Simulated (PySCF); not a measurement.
## Indirect couplings

Geometry:
```
atom   x (Å)   y (Å)   z (Å)
  N1   2.023   0.128   0.070
  C2   0.851   0.056   0.067
  C3  -0.558  -0.010   0.362
  F4  -1.219   1.016  -0.329
  F5  -1.088  -1.187  -0.186
```

Total charge -1.

Method: B3LYP/pcJ-1//PBE0-D3(BJ)/def2-SVP, PySCF 2.14; isolated molecule, single conformer, non-relativistic. Couplings are averaged over pairs made equivalent by symmetry, fast rotation or ring inversion, so a value needn't be that of the named pair in this geometry, while other rotamers aren't included; one pair stands for each set, and the list holds those of at least 0.8 Hz over up to four bonds. One-bond C–F couplings come out tens of Hz too large with common functionals.

Isotopes: ¹³C, ¹⁹F, ¹⁵N.

```csv
pair,bonds,J (Hz)
"N1, C2",1,?
"C2, C3",1,33.7
"C3, F4",1,?
"N1, C3",2,3.0
"C2, F4",2,29.9
"F4, F5",2,465.2
"N1, F4",3,-6.7
```

Q: Estimate the withheld couplings, with signs.

A: 
- ¹J(N1,C2) = -14.7 Hz (bond length 1.175 Å)
- ¹J(C3,F4) = -456.6 Hz (bond length 1.403 Å)
